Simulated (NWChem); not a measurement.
**Extrapolating the CCSD(T) correlation energy of hydrogen chloride (HCl)**

SMILES: Cl
```xyz
2

Cl     0.0000     0.0000     0.0716
H      0.0000     0.0000    -1.2180
```
Charge 0, spin multiplicity 1.

All runs are NWChem calculations. Structure: optimised with B3LYP/def2-SVP, a minimum by its harmonic frequencies.

The correlated methods keep 5 core orbitals frozen. Coupled-cluster values serve here as a point of comparison, not as the truth.

Worked example. The CCSD(T) correlation energy is -230.59 mHa in cc-pVTZ and -251.13 mHa in cc-pVQZ. The form E(X) = E∞ + A/X³ turns the pair into an estimate of the basis-set limit.

E∞ = (4³·(-251.13) − 3³·(-230.59))/(4³ − 3³) = -266.1 mHa. The larger basis holds 94 % of that, at about 5 times the processor time of the smaller one. This is a two-point estimate.
